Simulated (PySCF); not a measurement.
**[HO2]− (hydroperoxide(1-)): TPSS/def2-TZVPPD**

Aim: the vertical ionisation energy of [HO2]− (hydroperoxide(1-)) at TPSS/def2-TZVPPD, from 2 runs. 

The results are computed with PySCF 2.14.0.

4 further runs of the same task are left out: 4 set aside as unsound or not needed.

## (1) The structure to begin with

[HO2]− has 3 atoms, charge -1, and is taken as a singlet. SMILES: `[O-]O`. The shape is that of a GFN2-xTB optimisation.

Bond lengths: O1–O2 1.458 Å, O2–H3 0.963 Å. Angles: O1–O2–H3 100.3°.

## (2) A single-point energy at TPSS/def2-TZVPPD

calc.py

```python
from pyscf import gto, dft

mol = gto.M(
    atom='''
O     -0.670928     1.914822    -0.152520
O     -0.461944    -0.825092    -0.341870
H      1.132872    -1.089748     0.494390
''',
    verbose=3,
    max_memory=1860,
    basis='def2-tzvppd',
    unit='bohr',
    charge=-1,
    spin=0,
)

myscf = dft.RKS(mol)
myscf.xc = 'tpss'
myscf.conv_tol = 1e-10
myscf.grids.level = 5
myscf.kernel()
if not myscf.converged:
    myscf = myscf.newton().run(myscf.mo_coeff, myscf.mo_occ)

e_final = myscf.e_tot
print(f'total energy: {e_final:.8f} hartree')
```

On the command line:

```console
$ OMP_NUM_THREADS=1 python calc.py
```

Output:

```text
converged SCF energy = -151.027397632343
total energy: -151.02739763 hartree
```

Wall time 11 s (1 thread of Intel Xeon 6975P-C (Granite Rapids), shared host); peak memory 0.54 GiB.

## (3) Doublet neutral HO2, same level

run.py

```python
from pyscf import gto, dft

mol = gto.M(
    atom='''
O     -0.670928     1.914822    -0.152520
O     -0.461944    -0.825092    -0.341870
H      1.132872    -1.089748     0.494390
''',
    max_memory=1860,
    unit='bohr',
    basis='def2-tzvppd',
    charge=0,
    spin=1,
    verbose=3,
)

mf = dft.UKS(mol, xc='tpss')
mf.conv_tol = 1e-10
mf.grids.level = 5
mf.kernel()
if not mf.converged:
    mf = mf.newton().run(mf.mo_coeff, mf.mo_occ)

e_final = mf.e_tot
print(f'total energy: {e_final:.8f} hartree')
```

On the command line:

```console
$ OMP_NUM_THREADS=1 python run.py
```

Output:

```text
WARN: HOMO -0.296983031828925 >= LUMO -0.296983031828923

converged SCF energy = -150.991993237619  <S^2> = 0.75353774  2S+1 = 2.0035346
total energy: -150.99199324 hartree
```

Run time: 17 s. Hardware: 1 thread of Intel Xeon 6975P-C (Granite Rapids), shared host; peak memory 0.55 GiB.

## (4) Results

At TPSS/def2-TZVPPD:

| quantity | value |
| --- | --- |
| singlet [HO2]−: total energy | -151.02740 Eh |
| singlet [HO2]−: HOMO energy | 2.94 eV |
| singlet [HO2]−: LUMO energy | 4.45 eV |
| singlet [HO2]−: HOMO–LUMO gap (to an unbound level, set by the basis) | 1.51 eV |
| doublet neutral HO2: total energy | -150.99199 Eh |
| doublet neutral HO2: dipole moment | 2.04 D |
| doublet neutral HO2: HOMO energy (highest over α and β) | -7.01 eV |
| doublet neutral HO2: LUMO energy (lowest over α and β) | -5.15 eV |
| doublet neutral HO2: ⟨S²⟩ | 0.754 |
| vertical detachment energy (to the doublet neutral) | 0.963 eV |

**Reading.** Removing an electron at fixed nuclei costs 0.96 eV (93.0 kJ/mol). The negative HOMO energy of the first species, -2.94 eV, lies 3.90 eV below that difference. Mulliken charges (singlet [HO2]−) run from -0.89 on O1 to +0.15 on H3; in a basis this large or diffuse they mean little. The HOMO (singlet [HO2]−) lies at positive energy, 2.94 eV, as semi-local functionals often give for anions; only total energies tell whether the electron is bound.
